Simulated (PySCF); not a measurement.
# Si2H6S: NMR shifts at several levels of theory, part 2 of 2

PySCF 2.14.0. Atoms count from 0. The steps go on from the part before.

**7. NMR shieldings: CAM-B3LYP/pcSseg-2**

Job settings and geometry (Å):

```
{"job": {"kind": "nmr", "xc": "CAM-B3LYP", "basis": "pcSseg-2", "pop": false}, "charge": 0, "multiplicity": 1}
Si    -1.295186     0.408493     0.070075
Si     0.621654    -0.913237    -0.182672
S      2.270236     0.028115     0.840162
H     -2.466627    -0.178881    -0.651857
H     -1.013528     1.765590    -0.494766
H     -1.625185     0.549872     1.520153
H      0.471069    -2.238366     0.487368
H      0.921650    -1.141122    -1.630990
H      2.145064     1.209437     0.196191
```

With the program's defaults for keys left out, this is: GIAO CAM-B3LYP/pcSseg-2 NMR shielding, non-relativistic, gas phase.

Log:

```text
coarse grid: 8592 points
cycle   1  E = -980.8383886969  dE = -2.139e-01  |g| = 2.722e-01  |ddm| = 2.121e+00
cycle   2  E = -980.8505980167  dE = -1.221e-02  |g| = 2.188e-01  |ddm| = 4.832e-01
cycle   3  E = -980.8622833252  dE = -1.169e-02  |g| = 2.685e-02  |ddm| = 2.284e-01
cycle   4  E = -980.8624424310  dE = -1.591e-04  |g| = 6.762e-03  |ddm| = 3.008e-02
cycle   5  E = -980.8624560347  dE = -1.360e-05  |g| = 1.762e-03  |ddm| = 1.057e-02
cycle   6  E = -980.8624569248  dE = -8.901e-07  |g| = 3.604e-04  |ddm| = 2.279e-03
final grid: 67832 points
cycle   7  E = -980.8720552228  dE = -8.122e-06  |g| = 1.212e-03  |ddm| = 7.782e-03
cycle   8  E = -980.8720553242  dE = -1.014e-07  |g| = 6.573e-04  |ddm| = 1.289e-03
cycle   9  E = -980.8720553848  dE = -6.061e-08  |g| = 9.366e-05  |ddm| = 5.153e-04
cycle  10  E = -980.8720553867  dE = -1.937e-09  |g| = 3.137e-05  |ddm| = 1.082e-04
cycle  11  E = -980.8720553869  dE = -2.012e-10  |g| = 3.541e-06  |ddm| = 3.131e-05
converged SCF energy = -980.8720553869

GIAO shielding tensors (ppm)
atom      isotropic    diamagn.    paramagn.     s11        s22        s33       span
  0 Si     431.785     879.441    -447.655    422.376    425.084    447.896     25.520
  1 Si     382.905     878.420    -495.515    329.856    383.494    435.365    105.509
  2 S      741.766    1056.789    -315.023    624.665    674.438    926.194    301.529
  3 H       27.723      28.746      -1.023     24.694     25.292     33.182      8.488
  4 H       27.923      29.615      -1.692     24.991     26.549     32.228      7.237
  5 H       27.814      29.077      -1.263     24.947     26.083     32.413      7.467
  6 H       26.753      28.609      -1.856     23.686     24.917     31.656      7.970
  7 H       26.641      28.699      -2.057     22.668     25.144     32.112      9.444
  8 H       31.471      31.210       0.261     23.639     28.683     42.090     18.451
```

Wall time 21 s (1 thread of Arm Neoverse V2, shared host); peak memory 1 GiB.

Key values: δ Si1 -53.9, Si0 -102.8, S2 -247, H6 4.64, H3 3.52 ppm (means over like atoms).

**8. Nuclear shieldings: wB97X-D/pcSseg-2**

The job, as its differences from that of step 7:

```diff
@@ -1,2 +1,2 @@
-{"job": {"kind": "nmr", "xc": "CAM-B3LYP", "basis": "pcSseg-2", "pop": false}, "charge": 0, "multiplicity": 1}
+{"job": {"kind": "nmr", "xc": "wB97X-D", "basis": "pcSseg-2", "pop": false}, "charge": 0, "multiplicity": 1}
 Si    -1.295186     0.408493     0.070075
```

Level: GIAO wB97X-D/pcSseg-2 NMR shielding, non-relativistic, gas phase.

Log:

```text
coarse grid: 8592 points
cycle   1  E = -980.8023999006  dE = -2.338e-01  |g| = 2.789e-01  |ddm| = 2.134e+00
cycle   2  E = -980.8189536089  dE = -1.655e-02  |g| = 2.015e-01  |ddm| = 4.690e-01
cycle   3  E = -980.8286517982  dE = -9.698e-03  |g| = 2.674e-02  |ddm| = 1.994e-01
cycle   4  E = -980.8288538712  dE = -2.021e-04  |g| = 7.312e-03  |ddm| = 3.576e-02
cycle   5  E = -980.8288767692  dE = -2.290e-05  |g| = 1.662e-03  |ddm| = 1.448e-02
cycle   6  E = -980.8288779217  dE = -1.152e-06  |g| = 4.437e-04  |ddm| = 3.259e-03
final grid: 67832 points
cycle   7  E = -980.8466184311  dE = -6.151e-05  |g| = 4.125e-03  |ddm| = 2.250e-02
cycle   8  E = -980.8466198975  dE = -1.466e-06  |g| = 2.146e-03  |ddm| = 3.768e-03
cycle   9  E = -980.8466204056  dE = -5.081e-07  |g| = 2.372e-04  |ddm| = 1.570e-03
cycle  10  E = -980.8466204263  dE = -2.077e-08  |g| = 1.110e-04  |ddm| = 4.015e-04
cycle  11  E = -980.8466204297  dE = -3.340e-09  |g| = 1.694e-05  |ddm| = 1.228e-04
cycle  12  E = -980.8466204300  dE = -3.095e-10  |g| = 7.211e-06  |ddm| = 5.385e-05
converged SCF energy = -980.8466204300

GIAO shielding tensors (ppm)
atom      isotropic    diamagn.    paramagn.     s11        s22        s33       span
  0 Si     442.700     879.953    -437.252    434.351    437.157    456.593     22.243
  1 Si     395.741     878.941    -483.201    344.075    396.219    446.929    102.854
  2 S      753.542    1056.982    -303.440    637.610    687.862    935.153    297.542
  3 H       27.706      28.798      -1.093     24.628     25.250     33.239      8.611
  4 H       27.887      29.725      -1.838     24.899     26.485     32.275      7.376
  5 H       27.784      29.161      -1.377     24.858     26.027     32.467      7.610
  6 H       26.721      28.678      -1.957     23.615     24.867     31.681      8.066
  7 H       26.634      28.800      -2.166     22.639     25.093     32.171      9.532
  8 H       31.443      31.131       0.312     23.498     28.566     42.267     18.769
```

Wall time 20 s (1 thread of Arm Neoverse V2, shared host); peak memory 0.99 GiB.

This run: δ Si1 -55.0, Si0 -102.0, S2 -254, H6 4.68, H3 3.56 ppm (means over like atoms).

**9. Shielding tensors: LC-wPBE/pcSseg-2**

The job, as its differences from that of step 8:

```diff
@@ -1,2 +1,2 @@
-{"job": {"kind": "nmr", "xc": "wB97X-D", "basis": "pcSseg-2", "pop": false}, "charge": 0, "multiplicity": 1}
+{"job": {"kind": "nmr", "xc": "LC-wPBE", "basis": "pcSseg-2", "pop": false}, "charge": 0, "multiplicity": 1}
 Si    -1.295186     0.408493     0.070075
```

Method: GIAO LC-wPBE/pcSseg-2 NMR shielding, non-relativistic, gas phase.

Log:

```text
coarse grid: 8592 points
cycle   1  E = -980.5042922450  dE = -2.600e-01  |g| = 3.156e-01  |ddm| = 2.139e+00
cycle   2  E = -980.5309954787  dE = -2.670e-02  |g| = 1.868e-01  |ddm| = 4.499e-01
cycle   3  E = -980.5385062082  dE = -7.511e-03  |g| = 3.212e-02  |ddm| = 1.737e-01
cycle   4  E = -980.5388743347  dE = -3.681e-04  |g| = 9.442e-03  |ddm| = 4.535e-02
cycle   5  E = -980.5389096132  dE = -3.528e-05  |g| = 1.822e-03  |ddm| = 1.838e-02
cycle   6  E = -980.5389141423  dE = -4.529e-06  |g| = 5.433e-04  |ddm| = 4.322e-03
final grid: 67832 points
cycle   7  E = -980.5605199340  dE = -7.339e-05  |g| = 7.974e-03  |ddm| = 1.806e-02
cycle   8  E = -980.5605228491  dE = -2.915e-06  |g| = 3.848e-03  |ddm| = 4.122e-03
cycle   9  E = -980.5605237820  dE = -9.329e-07  |g| = 2.047e-04  |ddm| = 1.810e-03
cycle  10  E = -980.5605237975  dE = -1.553e-08  |g| = 1.055e-04  |ddm| = 3.537e-04
cycle  11  E = -980.5605238005  dE = -2.954e-09  |g| = 1.903e-05  |ddm| = 1.267e-04
cycle  12  E = -980.5605238008  dE = -3.549e-10  |g| = 5.398e-06  |ddm| = 7.172e-05
converged SCF energy = -980.5605238008

GIAO shielding tensors (ppm)
atom      isotropic    diamagn.    paramagn.     s11        s22        s33       span
  0 Si     448.669     879.638    -430.969    440.925    444.273    460.810     19.885
  1 Si     403.557     878.569    -475.012    353.370    404.068    453.233     99.863
  2 S      772.084    1056.633    -284.549    650.883    709.503    955.865    304.982
  3 H       27.752      28.732      -0.981     24.618     25.256     33.381      8.763
  4 H       27.897      29.606      -1.708     24.812     26.463     32.417      7.604
  5 H       27.792      29.060      -1.268     24.765     26.000     32.610      7.845
  6 H       26.767      28.606      -1.839     23.582     24.858     31.861      8.279
  7 H       26.743      28.713      -1.970     22.750     25.140     32.338      9.588
  8 H       31.341      31.086       0.255     23.246     28.329     42.446     19.200
```

Wall time 23 s (1 thread of Arm Neoverse V2, shared host); peak memory 0.89 GiB.

Key values: δ Si1 -56.9, Si0 -102.0, S2 -271, H6 4.56, H3 3.50 ppm (means over like atoms).

**10. Shielding tensors: PBE0/6-31G**

The job, as its differences from that of step 9:

```diff
@@ -1,2 +1,2 @@
-{"job": {"kind": "nmr", "xc": "LC-wPBE", "basis": "pcSseg-2", "pop": false}, "charge": 0, "multiplicity": 1}
+{"job": {"kind": "nmr", "xc": "PBE0", "basis": "6-31G", "pop": true}, "charge": 0, "multiplicity": 1}
 Si    -1.295186     0.408493     0.070075
```

Method: GIAO PBE0/6-31G NMR shielding, non-relativistic, gas phase.

Log:

```text
coarse grid: 8592 points
cycle   1  E = -980.2897254072  dE = -5.848e-02  |g| = 2.292e-01  |ddm| = 2.543e+00
cycle   2  E = -980.2882429244  dE =  1.482e-03  |g| = 2.518e-01  |ddm| = 9.406e-01
cycle   3  E = -980.3125782451  dE = -2.434e-02  |g| = 1.469e-02  |ddm| = 4.977e-01
cycle   4  E = -980.3126740265  dE = -9.578e-05  |g| = 3.357e-03  |ddm| = 4.165e-02
cycle   5  E = -980.3126793986  dE = -5.372e-06  |g| = 7.606e-04  |ddm| = 9.946e-03
final grid: 67832 points
cycle   6  E = -980.2616272079  dE = -1.733e-06  |g| = 2.980e-03  |ddm| = 1.362e-02
cycle   7  E = -980.2616264063  dE =  8.016e-07  |g| = 3.282e-03  |ddm| = 1.110e-02
cycle   8  E = -980.2616304571  dE = -4.051e-06  |g| = 5.973e-05  |ddm| = 6.051e-03
cycle   9  E = -980.2616304590  dE = -1.912e-09  |g| = 1.047e-05  |ddm| = 1.777e-04
cycle  10  E = -980.2616304590  dE = -5.480e-11  |g| = 2.174e-06  |ddm| = 2.606e-05
converged SCF energy = -980.2616304590

GIAO shielding tensors (ppm)
atom      isotropic    diamagn.    paramagn.     s11        s22        s33       span
  0 Si     518.319     881.328    -363.009    506.150    515.032    533.776     27.626
  1 Si     468.714     880.419    -411.705    412.198    466.874    527.071    114.874
  2 S      806.697    1056.321    -249.624    671.469    754.028    994.593    323.124
  3 H       29.292      28.914       0.378     25.648     26.453     35.775     10.127
  4 H       29.568      29.445       0.123     26.101     27.717     34.888      8.787
  5 H       29.296      28.999       0.296     25.924     27.136     34.827      8.903
  6 H       28.497      28.948      -0.451     24.545     26.310     34.635     10.090
  7 H       28.233      28.929      -0.696     23.859     26.265     34.574     10.715
  8 H       33.598      31.325       2.273     25.330     31.648     43.816     18.486
```

It took 3 s on 1 thread of Arm Neoverse V2, shared host; peak memory 0.36 GiB.

This run: δ Si1 -24.0, Si0 -73.6, S2 -266, H6 4.25, H3 3.23 ppm (means over like atoms).

**11. Nuclear shieldings: PBE0/STO-3G**

The job, as its differences from that of step 10:

```diff
@@ -1,2 +1,2 @@
-{"job": {"kind": "nmr", "xc": "PBE0", "basis": "6-31G", "pop": true}, "charge": 0, "multiplicity": 1}
+{"job": {"kind": "nmr", "xc": "PBE0", "basis": "STO-3G", "pop": true}, "charge": 0, "multiplicity": 1}
 Si    -1.295186     0.408493     0.070075
```

Method: GIAO PBE0/STO-3G NMR shielding, non-relativistic, gas phase.

Log:

```text
coarse grid: 8592 points
cycle   1  E = -969.2976765507  dE = -6.755e-01  |g| = 2.647e-01  |ddm| = 3.183e+00
cycle   2  E = -969.3078638825  dE = -1.019e-02  |g| = 2.303e-01  |ddm| = 1.018e+00
cycle   3  E = -969.3315317942  dE = -2.367e-02  |g| = 9.879e-03  |ddm| = 4.766e-01
cycle   4  E = -969.3315754076  dE = -4.361e-05  |g| = 3.481e-03  |ddm| = 2.869e-02
cycle   5  E = -969.3315806982  dE = -5.291e-06  |g| = 4.721e-04  |ddm| = 7.404e-03
final grid: 67832 points
cycle   6  E = -969.3022019135  dE = -2.530e-06  |g| = 1.295e-03  |ddm| = 7.453e-03
cycle   7  E = -969.3022023848  dE = -4.713e-07  |g| = 8.548e-04  |ddm| = 4.592e-03
cycle   8  E = -969.3022027363  dE = -3.515e-07  |g| = 7.433e-05  |ddm| = 1.860e-03
cycle   9  E = -969.3022027387  dE = -2.336e-09  |g| = 6.251e-06  |ddm| = 1.475e-04
cycle  10  E = -969.3022027387  dE = -2.115e-11  |g| = 1.130e-06  |ddm| = 1.574e-05
converged SCF energy = -969.3022027387

GIAO shielding tensors (ppm)
atom      isotropic    diamagn.    paramagn.     s11        s22        s33       span
  0 Si     602.997     870.632    -267.634    595.209    598.825    614.958     19.748
  1 Si     556.069     870.921    -314.852    501.654    547.764    618.790    117.135
  2 S      905.081    1044.142    -139.060    744.830    885.572   1084.843    340.013
  3 H       31.048      30.915       0.133     27.357     28.141     37.646     10.289
  4 H       31.187      32.181      -0.993     27.239     29.217     37.107      9.867
  5 H       30.977      31.448      -0.471     27.087     28.709     37.136     10.049
  6 H       30.763      31.111      -0.348     26.732     28.125     37.433     10.701
  7 H       30.788      31.523      -0.735     26.901     28.117     37.346     10.445
  8 H       34.965      33.366       1.599     26.567     33.449     44.879     18.312
```

Run time: 1.7 s. Hardware: 1 thread of Arm Neoverse V2, shared host; peak memory 0.36 GiB.

This run: δ Si1 -38.5, Si0 -85.4, S2 -280, H6 1.83, H3 1.53 ppm (means over like atoms).

**12. Comparing the runs: NMR shifts**

Shifts (ppm), means over like atoms, with basis size and wall time:

```csv
run,H6,H3,H8,Si1,Si0,S2,functions,time
PBE0/pcSseg-2,4.77,3.59,-0.04,-54.8,-102.8,-252,213,14 s
mPW1PW91/pcSseg-2,4.74,3.57,-0.06,-53.8,-101.6,-251,213,14 s
WP04/pcSseg-2,4.14,3.13,-0.44,-41.5,-86.9,-225,213,14 s
B97-2/pcSseg-2,4.69,3.53,-0.08,-52.4,-99.2,-243,213,14 s
BHandHLYP/pcSseg-2,4.52,3.46,-0.08,-51.1,-96.7,-249,213,14 s
CAM-B3LYP/pcSseg-2,4.64,3.52,-0.13,-53.9,-102.8,-247,213,21 s
wB97X-D/pcSseg-2,4.68,3.56,-0.09,-55.0,-102.0,-254,213,20 s
LC-wPBE/pcSseg-2,4.56,3.50,-0.02,-56.9,-102.0,-271,213,23 s
PBE0/6-31G,4.25,3.23,-0.99,-24.0,-73.6,-266,51,3 s
PBE0/STO-3G,1.83,1.53,-2.36,-38.5,-85.4,-280,33,1.7 s
```

**13. Outcome**

What follows sums up all 2 parts.

| quantity | value |
| --- | --- |
| ¹H shifts against TMS (PBE0/pcSseg-2, means over atoms taken as alike) | 4.77, 3.59, -0.04 ppm |
| ²⁹Si shifts against TMS (PBE0/pcSseg-2) | -54.8, -102.8 ppm |
| ³³S shifts against CS2 (PBE0/pcSseg-2) | -252 ppm |
| range of the shift of S2 (minimal bases aside) | -271 to -225 ppm |
| property runs in this session | 10, of which 0 failed and 1 gave unsound results |

In words: Single values in the summary come from the first sound run of each kind (PBE0/pcSseg-2), which need not be the best level. At PBE0/pcSseg-2: The widest tensor belongs to S2: span 288 ppm, with a paramagnetic part of -302 ppm. Leaving out the minimal-basis runs, which are unusable for shieldings: Across the 9 runs the shift of S2 moves most, between -271 (LC-wPBE/pcSseg-2) and -225 ppm (WP04/pcSseg-2).
